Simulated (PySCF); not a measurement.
**How good is the calculation?**

Structure with atom numbers: `[CH3:1][CH2:2][CH2:3][O:4][CH3:5]`. Each H is labelled by its parent atom.

Computed data (PySCF 2.14): shieldings: GIAO PBE0/pcSseg-1, structure optimised with PBE0-D3(BJ)/def2-SVP. Fast rotation and ring inversion assumed for equivalent nuclei, single conformer, isolated molecule, no relativistic terms.

Reference values: measured (liquid, neat; K. Matsuzaki, S. Hayashi, W. Nakanishi, RSC Adv. 2024, ESI (observed values from its refs S1-S5)).
```csv
atoms,quantity,reference,computed,"computed, scaled"
O4,δ ¹⁷O vs H2O,-28.5,–,-7.9
```

Reference values: measured (solution, not stated per compound (mostly CDCl3 or CCl4); Pretsch, Buehlmann, Badertscher, Structure Determination of Organic Compounds, 4th ed. (2009)).
| atoms | quantity | reference | computed | computed, scaled |
| --- | --- | --- | --- | --- |
| C3 | δ ¹³C | 74.5 | 77.3 | 74.4 |
| C2 | δ ¹³C | 23.2 | 26.2 | 24.8 |
| C1 | δ ¹³C | 10.5 | 11.3 | 10.2 |

Computed shifts are σ(ref) − σ with the named reference compound (TMS for H and C) calculated as an isolated molecule at the same level. The measured values may be among those fitted. Expected solution values come from regression of measured δ (H and C: mostly CDCl3, vs TMS) on computed σ: ¹³C: δ = 178.46 − 0.972σ (rms 2.0 ppm, 209 shifts, 2.2 ppm with the 3 outliers that the fit left out); ¹⁷O: δ = 261.00 − 0.871σ (rms 11.6 ppm, 25 shifts vs liquid water, solution or neat liquid). A few per cent of atoms miss by over 2 rms, more outside the fitted compound classes.

**Question.** How far are the unscaled ¹³C shifts from the references?

**Answer.** Mean signed difference +2.20 ppm, mean absolute 2.20 ppm over 3 comparisons; the largest is +3.0 ppm at C2 (sp3 CH2).
